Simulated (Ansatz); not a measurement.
System: rock-salt HfC. Method: HSE06 in Ansatz (plane waves, PAW).

Settings: plane-wave cutoff 460 eV, 10×10×10 k mesh, Fermi–Dirac smearing 0.05 eV, scalar-relativistic PAW data made under PBE.

Computed at the level's own relaxed cell.

Task: Estimate the volume per atom, bulk modulus, equilibrium lattice constant a and pressure derivative B′ of the bulk modulus that the calculation returns.

Result: 
- volume per atom: 12.50 Å³/atom
- bulk modulus: 247 GPa
- equilibrium lattice constant a: 4.642 Å
- pressure derivative B′ of the bulk modulus: 3.9

Measured, for comparison: equilibrium volume per atom 12.47 Å³/atom, lattice constant a 4.638 Å (temperature not stated, no zero-point or thermal correction; as tabulated in Zhang et al. (2018), doi:10.1088/1367-2630/aac7f0); bulk modulus 242 GPa (room temperature, no zero-point or thermal correction, our sources range from 242 to 286; as tabulated in Synthesis of Binary Transition Metal Nitrides, Carbides and Borides from the …). Computed (rounded) less measured: equilibrium volume per atom +0.2 %, bulk modulus not scored (sources differ), lattice constant a +0.1 %.

Spin–orbit coupling is not included.

Computed values are for the static lattice.

It cost roughly 8 core-minutes of CPU time.

Ansatz is a program for electronic structure.
